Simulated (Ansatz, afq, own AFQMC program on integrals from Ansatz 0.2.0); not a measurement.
**SiH₃⁺, singlet → SiH₃⁺, triplet**

```tsv
atom	x (Å)	y (Å)	z (Å)
Si	0.0000	0.0000	0.0000
H	1.4719	0.0142	-0.0001
H	-0.7483	1.2676	-0.0029
H	-0.7237	-1.2818	0.0030
```

E(triplet, charge +1) − E(singlet, charge +1) at this geometry, on RHF and UHF determinants.

Basis cc-pVDZ. Only valence electrons are correlated. AFQMC by an in-house program on the Cholesky factors that Ansatz 0.2.0 writes for its CCSD(T) run. ph-AFQMC/CISD is guided by a CISD state made of CCSD amplitudes; releasing the constraint for a short imaginary time cuts its bias at the price of noise, slowly where states lie close. Error bars are statistical, one sigma. The errors of all members are added in quadrature.

No full CI on the walks' own integrals is used here; CCSDT(Q) serves as the reference and is uncertain by about the last step of the cluster series. Each member takes its own surest rung, up to full CI.

Errors are counted within cc-pVDZ, not against nature.

Cautions: SiH₃⁺ (singlet): full CI with its own frozen core; SiH₃⁺ (triplet): another spin lies lower, the search met a lower determinant of the same kind, perhaps of another symmetry (46 meV lower), and this one is a saddle point, unrestricted determinant slightly spin contaminated (⟨S²⟩ 2.06 against 2.00), the released energies are still falling, so no released level is given (meV from the phaseless value at times in 1/Eh: -9 ± 8 at 0.24, -11 ± 6 at 0.50, -17 ± 5 at 1.00, -21 ± 4 at 1.50), though the last usable value meets CCSDT(Q) within the noise, its ph-AFQMC/CISD value lies 27 ± 5 meV above CCSDT(Q); the upper state may be diffuse, so the gap hangs on the basis; core correlation is missing, and it shifts such a gap most where an s electron is promoted.

| level | vertical spin gap (kcal/mol) |
| --- | --- |
| CCSD | 122.0 |
| MP2 | 124.4 |

**Question.** From these cheaper values, estimate the vertical spin gap at the reference level in cc-pVDZ.

**Answer.** 121.0 kcal/mol (CCSDT(Q) in cc-pVDZ).

| level | vertical spin gap (kcal/mol) | error against CCSDT(Q) (kcal/mol) |
| --- | --- | --- |
| HF | 121.5 | 0.5 |
| CCSD(T) | 121.3 | 0.3 |
| CCSDT | 121.0 | 0.0 |
| ph-AFQMC/CISD | 121.6 ± 0.1 | 0.6 ± 0.1 |

Correlation beyond CCSD(T) takes off 0.3 kcal/mol. The perturbative (T) step is worth −0.7 kcal/mol.

A walk keeps the symmetry of its determinant, which the program's search chose and which needn't be the lowest solution, so a lower state of the same spin and another symmetry isn't excluded.
